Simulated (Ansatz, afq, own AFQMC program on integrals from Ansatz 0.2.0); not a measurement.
Integrals from Ansatz 0.2.0, then the random walk in our own AFQMC program (afq).

```yaml
crystal:
  periodic: [false, false, false]
  atoms:
    - {symbol: Ge, position_ang: [0.000000, 0.000000, 0.338701]}
    - {symbol: B, position_ang: [0.000000, 0.000000, -2.019299]}
    - {symbol: H, position_ang: [0.000000, 1.255258, 1.223348]}
    - {symbol: H, position_ang: [0.000000, -1.255258, 1.223348]}
    - {symbol: H, position_ang: [0.000000, 1.042369, -2.598708]}
    - {symbol: H, position_ang: [0.000000, -1.042369, -2.598708]}
basis:
  gaussian: {orbitals: 6-31G}
magnetization: {spin_polarized: true, initial_magnetization: 1}
correlation: {method: ccsd_t, electrons: outside_noble_gas, hamiltonian_folder: ham}
```

```sh
$ ansatz run in.yaml --threads 1 --pin off --events-out ev --progress --plain --max-ram 1382MiB
```

Options of the walk:

```
--method phaseless --trial cisd --walkers 60 --populations 1 --least-time 40 --time-step 0.005 --steps-per-block 50 --equilibration-blocks 28 --max-blocks 300 --target-error 0.0004 --factor-cut 1e-05 --start spin_pure --seed 5863 --release-times 0.24,0.51,0.99,1.62,2.4 --release-step 0.03 --release-every 4 --taylor-order 6
```

Times are imaginary, in 1/Eh. The walk had a cap of 774 s. Filled inner d shells are frozen with the cores.

Log:

```
orbitals 31  electrons 6 5  factors 250 of 504
reference energy -2101.93705012 Eh
CCSD correlation -0.13141249 Eh in 12 cycles, weight of the determinant in the CISD state 0.8938
energy of the start -2102.068122 Eh
 block  time / (1/Eh)  mean weight  energy / Eh
     1     0.250  1.0002  -2102.066904
     2     0.500  1.0017  -2102.067469
     3     0.750  1.0003  -2102.069290
     4     1.000  0.9996  -2102.070073
     5     1.250  0.9994  -2102.068926
     8     2.000  1.0018  -2102.069674
    13     3.250  0.9991  -2102.069535
    31     7.750  0.9985  -2102.072395
    49    12.250  0.9989  -2102.069829
    67    16.750  0.9991  -2102.069847
    73    18.250  0.9992  -2102.068122
    85    21.250  1.0000  -2102.073545
   103    25.750  1.0003  -2102.073623
   121    30.250  1.0001  -2102.074553
   139    34.750  1.0008  -2102.072619
   157    39.250  1.0003  -2102.069779
   175    43.750  0.9976  -2102.079978
   181    45.250  0.9990  -2102.087187
   193    48.250  1.0000  -2102.070731
   211    52.750  0.9989  -2102.072020
   229    57.250  1.0015  -2102.070720
   247    61.750  1.0004  -2102.072900
   253    63.250  1.0012  -2102.074829
blocks merged  error / Eh  count
     1  0.000189  230
     2  0.000249  115
     4  0.000320  57
     8  0.000395  28
    16  0.000475  14
released: time / (1/Eh)  energy / Eh  error  mean overlap
  0.24  -2102.072852  0.000365  1.0026
  0.51  -2102.072746  0.000293  0.9998
  0.99  -2102.073042  0.000269  0.9958
  1.62  -2102.072687  0.000292  1.0114
  2.40  -2102.072627  0.000338  1.0298
energy -2102.072920 +/- 0.000395 Eh
(rows thinned)
```

The run passed its tests (sampling time, drift between the halves within three errors, error under three times the target), which doesn't prove that it has relaxed.

Against this walk (error 10.7 meV) on the same determinant: CCSD(T) 35.8 meV higher. The error is statistical and leaves out the bias of the constraint. Released to 2.40 1/Eh the energy moves by 8 ± 14 meV (both errors), within twice the noise.

Cautions: constraint bias not in the error; no relativity below Rb; no spin-orbit coupling; inner d shell frozen.

The walk took 2.8 min on 1 thread of AMD EPYC 7R43 64-Core Processor (Zen 3), with other jobs on the host. The log's last line is the phaseless energy.

A walk keeps the symmetry of its determinant, which the program's search chose and which needn't be the lowest solution, so a lower state of the same spin and another symmetry isn't excluded.
